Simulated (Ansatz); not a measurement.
# AlH2⁻, triplet: the ladder up to full CI

Geometry: that of the AlH2⁻, singlet, kept fixed. The singlet lies 0.8 eV lower here.

```yaml
atoms:
  - { symbol: Al, position_ang: [0.0000, -0.0810, 0.0000] }
  - { symbol: H, position_ang: [0.0000, 1.0848, -1.2329] }
  - { symbol: H, position_ang: [0.0000, 1.0848, 1.2329] }
```

Basis 6-31++G** (Cartesian d functions); Ansatz 0.2.0. Only valence electrons are correlated (noble-gas cores frozen), which leaves 6 electrons in 30 orbitals. Prefix R: restricted or restricted open-shell reference; prefix U: unrestricted. Active spaces: valence = (6e, 6o) chosen from the atoms' valence shells.

Full CI is exact within this basis and frozen core; it isn't the basis-set limit. The frozen core follows each run's orbitals, which can shift R against U totals by a few meV.

For open shells CISD is restricted-active-space CI with the open shells as a complete middle space.

* UHF ⟨S²⟩: 2.003
* T1 diagnostic (RCCSD): 0.0210
* largest doubles amplitude (RCCSD): 0.041
* T1 diagnostic (UCCSD): 0.0179

| level | E − E(full CI) (meV) | share of correlation (%) | wall time |
| --- | --- | --- | --- |
| RHF | 2163 | 0.00 | – |
| UHF | 2141 | 1.04 | – |
| RMP2 | 553 | 74.42 | – |
| UMP2 | 551 | 74.54 | – |
| CISD | 109 | 94.98 | 0.42 s |
| RCCSD | 61 | 97.17 | – |
| UCCSD | 61 | 97.19 | – |
| RCCSD(T) | 16 | 99.24 | 0.81 s |
| UCCSD(T) | 16 | 99.26 | 0.81 s |
| BCCD(T) | 17 | 99.23 | 0.6 s |
| RCCSDT | 1 | 99.97 | – |
| UCCSDT | 0 | 99.99 | – |
| RCCSDT(Q) | 0 | 99.99 | 2.5 s |
| UCCSDT(Q) | 0 | 100.02 | 2.4 s |
| CASSCF (valence space) | 1338 | 38.17 | – |
| NEVPT2 (valence space) | 441 | 79.60 | 0.3 s |
| MRCISD (valence space) | 57 | 97.36 | – |
| MRCISD+Q (valence space) | 11 | 99.50 | 0.57 s |
| MRCISD+Q(relaxed) (valence space) | -4 | 100.17 | 0.63 s |

The correlation energy at full CI, counted from RHF, is -2.163 eV. That run took 19 s on 1 thread of Intel Xeon 6975P-C, shared host over 4,070,784 determinants.

Times hold each run's SCF and search for its determinant on a shared host, so for small cases they say little of a method's own cost; they ran on 1 thread of Intel Xeon 6975P-C.

The full-CI state has the irrep B1 of C2v, in the program's axes.

Natural occupations of full CI about the gap: 1.953 1.944 0.994 0.988 0.028 0.028 0.012 0.011 0.011 0.007; effectively unpaired electrons, Σ n²(2−n)², 2.03.
